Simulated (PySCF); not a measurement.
# Bond length, frequency and bond energy of Na₂⁻ by level of theory

State: doublet, unpaired electrons σ ↑. Set-up: basis Na aug-pcseg-1; no relativity; PySCF 2.14. De refers to Na + Na⁻ in their ground configurations, without counterpoise correction. The functionals are run spin-unrestricted. Levels whose curve was spin-contaminated or gave no clean fit are not listed.

| Level | Re (Å) | ωe (cm⁻¹) | De (eV) |
| --- | --- | --- | --- |
| ROHF-MP2 | 3.651 | 98.1 | n/a |
| ROHF-SCS-MP2 | 3.676 | 95.7 | n/a |
| ROHF-CCSD | 3.660 | 97.3 | 0.54 |
| ROHF-CCSD(T) | 3.654 | 97.9 | 0.56 |
| PBE | 3.520 | 101 | 0.72 |
| revPBE | 3.604 | 95.8 | 0.69 |
| r²SCAN | 3.598 | 97.8 | 0.71 |
| PBE0 | 3.557 | 101 | 0.69 |
| HSE06 | 3.550 | 101 | 0.69 |

The bond length runs from 3.520 Å (PBE) to 3.676 Å (ROHF-SCS-MP2). De spans 0.54 eV (ROHF-CCSD, coupled cluster) to 0.72 eV (PBE, GGA).

Correlated steps freeze 2 core orbitals. Correlated levels converge slowly with the basis: in double zeta they bind strong bonds too weakly, by up to about 1 eV, and carry superposition errors of some tenths. The highest Kohn–Sham level is positive in this anion. Much of that is self-interaction error, but it also means that the finite basis helps to hold the extra electron. The state was picked by a PBE0 search and need not be the measured ground state.
